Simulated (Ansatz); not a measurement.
A made-up structure of MgSi₂H₆, closed shell:

```tsv
atom	x (Å)	y (Å)	z (Å)
Si1	-0.9931	1.4116	-1.1820
Mg2	0.0009	0.0009	0.0003
Si3	0.9929	-1.4117	1.1820
H4	-2.1113	0.6635	-1.9723
H5	0.0570	2.0417	-2.1487
H6	-1.5986	2.4863	-0.2268
H7	2.4999	-1.3904	0.7782
H8	0.3507	-2.8044	0.8953
H9	0.8016	-0.9975	2.6740
```

It is relaxed with PBE-D4/def2-SVP and then PBE0-D4/def2-TZVP (Ansatz 0.2.0). Atoms count as bonded within 1.22 times the sum of their covalent radii (H–H: 0.88 Å). The end point is not checked to be a true minimum.

**Question.** Does its bonding change? (A judgement: the text doesn't fix the answer.)

**Answer.** By the calculation: No: no bond forms or breaks.

Where it ends: The first stage lowers the energy by 2.87 eV in 6 steps. It ends as MgSi₂H₆ ([SiH3][Mg][SiH3]):
```
9
angstrom
Si -1.2258 1.7427 -1.4592
Mg 0.0005 0.0005 0.0002
Si 1.2261 -1.7425 1.4593
H -2.3283 1.1477 -2.2756
H -0.3226 2.4272 -2.4347
H -1.8588 2.8345 -0.6571
H 2.6901 -1.8242 1.1659
H 0.6980 -3.1298 1.2783
H 1.1209 -1.4561 2.9231
```

Labels in which every atom is bracketed show which atoms are joined, not bond orders.

For scale, one of the runs: PBE0-D4/def2-TZVP relaxation, 142 basis functions, launched by `ansatz run in.yaml --threads 2 --pin off --events-out ev --progress --plain --max-ram 4352MiB`. Hardware: 2 CPU threads of an Arm Neoverse V2, shared host. Wall time about 13 s.
